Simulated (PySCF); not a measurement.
Match the calculated data to a structure.

All candidates are C4H12NP.

| technique | computed result |
| --- | --- |
| 13C NMR | chemical shifts (computed TMS as zero) by class: 57.6 (2 C), 17.0 (2 C) ppm [GIAO PBE0/pcSseg-1] |
| UV, strongest line | among the 8 lowest singlet transitions: S6 at 6.70 eV (185 nm, f = 0.091) [TDDFT PBE0/def2-SVPD] |
| Rotational structure | rotational constants A, B, C: 2.789, 2.512, 1.646 GHz [GFN2-xTB] |
| UV, first state | lowest singlet excitation: 5.39 eV (230 nm, f = 0.002) [TDDFT PBE0/def2-SVPD] |
| Dipole | 1.46 D [PBE0/def2-SVPD] |
| Triplet | lowest triplet excitation (Tamm–Dancoff): 5.00 eV [TDA PBE0/def2-SVPD] |
| Polarisability | 83.6 au [PBE0/def2-SVPD] |

Electronic properties: PySCF, gas phase, density fitting. Levels stand in brackets. The structure is a single GFN2-xTB conformer in the gas phase; no vibrational or solvent corrections. NMR values are class means; diastereotopic atoms form classes of their own.

Question: Which candidate is it?
A. `CC(C)P(C)N`
B. `CPCN(C)C`
C. `CCN(P)CC`
D. `CN=P(C)(C)C`

Answer: C. It is `CCN(P)CC`. Numbering: `[CH3:1][CH2:2][N:3]([PH2:4])[CH2:5][CH3:6]`. 4 carbons fall into 2 classes; from least to most shielded: sp3 carbon bound to nitrogen [C2/C5] (57.6 ppm, 2 C), methyl carbon [C1/C6] (17.0 ppm, 2 C, up to 6.7 ppm apart in this geometry). The optimised geometry has point group C1 and is an asymmetric top.

The others, at the same levels:
- `CN=P(C)(C)C` fails: its computed 13C shifts are 34.1 (1 C), 19.8 (3 C) ppm, rotational constant A is 3.376 GHz (against 2.789 GHz) and smallest rotational constant is 2.024 GHz (against 1.646 GHz).
- `CPCN(C)C` fails: it has 3 carbon classes against 2; its computed 13C shifts are 62.2 (1 C), 48.7 (2 C), 6.2 (1 C) ppm, rotational constant A is 6.094 GHz (against 2.789 GHz) and smallest rotational constant is 1.258 GHz (against 1.646 GHz).
- `CC(C)P(C)N` fails: it has 3 carbon classes against 2; its computed 13C shifts are 43.4 (1 C), 20.1 (1 C), 20.0 (2 C) ppm and rotational constant A is 3.726 GHz (against 2.789 GHz).

Each candidate is one conformer, not necessarily the lowest. Dipoles, sizes and rotational constants follow the conformer. The torsions of the flexible species, by atom-mapped SMILES:
- `[CH3:1][CH2:2][N:3]([PH2:4])[CH2:5][CH3:6]`: C1–C2–N3–P4 90°, C2–N3–C5–C6 95°, H–P4–N3–C2 -111°, H–P4–N3–C2 158°
- `[CH3:1][PH:2][CH2:3][N:4]([CH3:5])[CH3:6]`: C1–P2–C3–N4 -164°, P2–C3–N4–C5 167°
- `[CH3:1][CH:2]([CH3:3])[P:4]([CH3:5])[NH2:6]`: C1–C2–P4–C5 -70°, H–N6–P4–C2 -81°, H–N6–P4–C2 162°
